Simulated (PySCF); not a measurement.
**Atomic charges against the basis set**

C3H3Cl2O (charge +1).
Bonds: O1–C2 (triple), C2–C3, C3–C4, C4–Cl5, C4–Cl6. Hydrogens: H7, H8 on C3; H9 on C4.

PBE0 throughout (PySCF), one geometry, spherical d and f functions. Isolated species at its PBE0-D3(BJ)/def2-SVP geometry (one conformer only). Atoms taken as equivalent share a column and are averaged.

Mulliken charges (e):

| basis | functions | O1 | C2 | C3 | C4 | Cl5/Cl6 | H7/H8 | H9 |
| --- | --- | --- | --- | --- | --- | --- | --- | --- |
| STO-3G | 41 | +0.095 | +0.477 | -0.143 | -0.024 | -0.020 | +0.219 | +0.198 |
| 6-31G | 68 | -0.036 | +0.593 | -0.418 | -0.680 | +0.226 | +0.363 | +0.363 |
| pcSseg-0 | 68 | -0.179 | +0.594 | -0.364 | -0.712 | +0.193 | +0.422 | +0.432 |
| 6-31G* | 98 | -0.054 | +0.653 | -0.480 | -0.439 | +0.128 | +0.359 | +0.345 |
| def2-SVP | 107 | +0.193 | +0.298 | -0.055 | -0.088 | +0.018 | +0.209 | +0.199 |
| cc-pVDZ | 107 | +0.172 | +0.345 | -0.034 | -0.214 | +0.072 | +0.199 | +0.188 |
| pcSseg-1 | 131 | +0.002 | +0.538 | -0.218 | -0.267 | +0.063 | +0.277 | +0.265 |
| aug-cc-pVDZ | 173 | -0.081 | +0.479 | +0.718 | -0.507 | +0.141 | +0.020 | +0.070 |
| 6-311+G(2d,p) | 196 | -0.022 | +0.576 | -0.543 | +0.409 | -0.111 | +0.284 | +0.235 |
| def2-TZVP | 216 | +0.169 | +0.241 | -0.121 | -0.040 | +0.013 | +0.250 | +0.225 |
| cc-pVTZ | 230 | +0.168 | +0.380 | -0.167 | -0.047 | +0.017 | +0.221 | +0.191 |
| IGLO-III | 258 | -0.132 | +0.633 | -0.175 | -0.259 | +0.136 | +0.238 | +0.184 |

IAO charges (e):

```csv
basis,functions,O1,C2,C3,C4,Cl5/Cl6,H7/H8,H9
STO-3G,41,+0.144,+0.514,-0.286,-0.158,+0.038,+0.249,+0.211
6-31G,68,+0.024,+0.616,-0.317,-0.149,+0.023,+0.270,+0.241
pcSseg-0,68,+0.019,+0.625,-0.317,-0.166,+0.029,+0.269,+0.242
6-31G*,98,-0.001,+0.652,-0.318,-0.117,+0.017,+0.261,+0.228
def2-SVP,107,+0.004,+0.651,-0.314,-0.101,+0.013,+0.257,+0.220
cc-pVDZ,107,+0.002,+0.651,-0.319,-0.102,+0.011,+0.261,+0.226
pcSseg-1,131,-0.002,+0.653,-0.313,-0.107,+0.012,+0.260,+0.226
aug-cc-pVDZ,173,-0.004,+0.657,-0.318,-0.096,+0.005,+0.262,+0.227
"6-311+G(2d,p)",196,-0.007,+0.660,-0.321,-0.105,+0.010,+0.262,+0.228
def2-TZVP,216,-0.009,+0.663,-0.321,-0.106,+0.011,+0.262,+0.227
cc-pVTZ,230,-0.008,+0.663,-0.322,-0.102,+0.009,+0.262,+0.228
IGLO-III,258,-0.009,+0.662,-0.321,-0.110,+0.013,+0.262,+0.228
```

Hirshfeld charges (e):

```tsv
basis	functions	O1	C2	C3	C4	Cl5/Cl6	H7/H8	H9
STO-3G	41	+0.197	+0.380	+0.075	+0.193	-0.076	+0.111	+0.085
6-31G	68	+0.116	+0.404	+0.015	+0.065	+0.022	+0.129	+0.098
pcSseg-0	68	+0.113	+0.402	+0.010	+0.064	+0.039	+0.123	+0.087
6-31G*	98	+0.100	+0.415	+0.018	+0.075	+0.018	+0.129	+0.099
def2-SVP	107	+0.096	+0.416	-0.007	+0.058	+0.046	+0.127	+0.091
cc-pVDZ	107	+0.103	+0.408	+0.001	+0.060	+0.040	+0.128	+0.093
pcSseg-1	131	+0.094	+0.415	-0.004	+0.055	+0.046	+0.128	+0.092
aug-cc-pVDZ	173	+0.089	+0.406	-0.017	+0.040	+0.062	+0.131	+0.096
6-311+G(2d,p)	196	+0.088	+0.407	-0.011	+0.037	+0.061	+0.130	+0.096
def2-TZVP	216	+0.087	+0.411	-0.012	+0.043	+0.056	+0.131	+0.097
cc-pVTZ	230	+0.090	+0.413	-0.010	+0.045	+0.052	+0.131	+0.097
IGLO-III	258	+0.086	+0.406	-0.020	+0.037	+0.069	+0.130	+0.094
```

Task: Which scheme is steadiest as the basis changes?

Result: Largest range over the bases for any column: IAO 0.15 e, Hirshfeld 0.16 e, Mulliken 1.26 e. IAO and Hirshfeld charges move least and Mulliken charges most, counted in e. Without the minimal STO-3G basis the ranges are IAO 0.07, Hirshfeld 0.05, Mulliken 1.26 e.

Task: How much do the charges still move between the two largest bases, cc-pVTZ and IGLO-III?

Result: At most, over all atoms: Mulliken 0.300 e, IAO 0.008 e, Hirshfeld 0.016 e.

Task: What do the same runs give for the total energy and the frontier levels?

Result: 
```json
{"basis": "STO-3G", "energy (Eh)": "-1098.5061", "HOMO (eV)": "-12.36", "LUMO (eV)": "-7.79"}
{"basis": "6-31G", "energy (Eh)": "-1110.7435", "HOMO (eV)": "-13.77", "LUMO (eV)": "-8.65"}
{"basis": "pcSseg-0", "energy (Eh)": "-1109.3649", "HOMO (eV)": "-13.98", "LUMO (eV)": "-8.95"}
{"basis": "6-31G*", "energy (Eh)": "-1110.8569", "HOMO (eV)": "-13.66", "LUMO (eV)": "-8.26"}
{"basis": "def2-SVP", "energy (Eh)": "-1110.4690", "HOMO (eV)": "-13.62", "LUMO (eV)": "-8.28"}
{"basis": "cc-pVDZ", "energy (Eh)": "-1110.9266", "HOMO (eV)": "-13.64", "LUMO (eV)": "-8.19"}
{"basis": "pcSseg-1", "energy (Eh)": "-1110.8353", "HOMO (eV)": "-13.79", "LUMO (eV)": "-8.36"}
{"basis": "aug-cc-pVDZ", "energy (Eh)": "-1110.9417", "HOMO (eV)": "-13.69", "LUMO (eV)": "-8.17"}
{"basis": "6-311+G(2d,p)", "energy (Eh)": "-1110.9824", "HOMO (eV)": "-13.69", "LUMO (eV)": "-8.20"}
{"basis": "def2-TZVP", "energy (Eh)": "-1111.0045", "HOMO (eV)": "-13.67", "LUMO (eV)": "-8.16"}
{"basis": "cc-pVTZ", "energy (Eh)": "-1111.0111", "HOMO (eV)": "-13.68", "LUMO (eV)": "-8.15"}
{"basis": "IGLO-III", "energy (Eh)": "-1110.9991", "HOMO (eV)": "-13.64", "LUMO (eV)": "-8.16"}
```
